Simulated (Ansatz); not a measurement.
Species, as SMILES: N#[N+][O-].
Geometry (B3LYP-D3(BJ)/def2-TZVP, fixed):
```xyz
3

N      0.0000     0.0000    -1.1943
N      0.0000     0.0000    -0.0734
O      0.0000     0.0000     1.1093
```
Charge 0, spin multiplicity 1.

Basis-set convergence of the dipole moment at PBE0 with Ansatz (a program for electronic structure). Dipoles come from the density behind the forces; the sign is taken along the dipole that this method gives in the largest set. All functions are spherical. The program fits the integrals of some runs and decomposes those of others, by size. No added dispersion term, no relativity. Reference: the value in aug-pcseg-3, 0.073 D. Deviations are taken from unrounded values.

| basis | functions | dipole moment (D) | minus reference (D) |
|---|---|---|---|
| STO-3G | 15 | -0.537 | -0.610 |
| pcseg-1 | 42 | 0.152 | 0.079 |
| 6-311+G** | 66 | 0.146 | 0.073 |
| aug-pcseg-1 | 69 | 0.067 | -0.006 |
| def2-TZVPPD | 114 | 0.077 | 0.004 |
| 6-311++G(3df,3pd) | 117 | 0.072 | -0.001 |
| aug-pcseg-2 | 138 | 0.077 | 0.004 |
| cc-pVQZ | 165 | 0.057 | -0.016 |
| aug-pcseg-3 | 255 | 0.073 | 0.000 |

The smallest set listed that lies within 0.05 D of the reference with all its larger relatives (same family, alike in diffuse functions; a set with none counts only in the reference's own line) is aug-pcseg-1 (69 functions, -0.006 D off). Inside, with no larger relative to test it: 6-311++G(3df,3pd), cc-pVQZ. (Relatives not listed, tested too: def2-QZVPPD 0.001 D.)
